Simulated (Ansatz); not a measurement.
Reaction: CH5BS (SMILES BSC) → BH2 (SMILES [BH2], doublet) + CH3S (SMILES C[S], doublet) (the B-S bond breaks)
Each species at its own B3LYP-D3(BJ)/def2-TZVP minimum (Ansatz, a quantum-chemistry and plane-wave program).

Total energies in hartree (Ansatz). UHF or UKS for unpaired electrons; spin-orbit terms are left out. Correlated methods leave the cores frozen. No relativity.

```csv
species,HF/cc-pV(T+d)Z,CCSD(T)/cc-pV(T+d)Z,HF/cc-pV(Q+d)Z,CCSD(T)/cc-pV(Q+d)Z,CCSD(T)/cc-pV(D+d)Z,CCSDT(Q)/cc-pV(D+d)Z
1: CH5BS (SMILES BSC),-463.04704,-463.57252,-463.05471,-463.60975,-463.44129,-463.44322
"2: BH2 (SMILES [BH2], doublet)",-25.76030,-25.86304,-25.76199,-25.86898,-25.84018,-25.84056
"3: CH3S (SMILES C[S], doublet)",-437.15352,-437.52789,-437.15975,-437.55673,-437.42442,-437.42565
```

### Question
Work out the bond dissociation energy (electronic) in kcal/mol: take Hartree-Fock from cc-pV(Q+d)Z, extrapolate the CCSD(T) correlation energy as X^-3 (X = 3, 4), and add CCSDT(Q) - CCSD(T) in cc-pV(D+d)Z. 1 hartree = 627.51 kcal/mol.

### Answer

Species 1: correlation (64·(-0.55504) - 27·(-0.52548))/37 = -0.57661; step -0.00193; E1 = -463.05471 + (-0.57661) + (-0.00193) = -463.63325
Species 2: correlation (64·(-0.10699) - 27·(-0.10274))/37 = -0.11009; step -0.00038; E2 = -25.76199 + (-0.11009) + (-0.00038) = -25.87246
Species 3: correlation (64·(-0.39698) - 27·(-0.37437))/37 = -0.41348; step -0.00123; E3 = -437.15975 + (-0.41348) + (-0.00123) = -437.57446
-1·E1 +1·E2 +1·E3 = 0.18633 hartree = 116.9 kcal/mol.
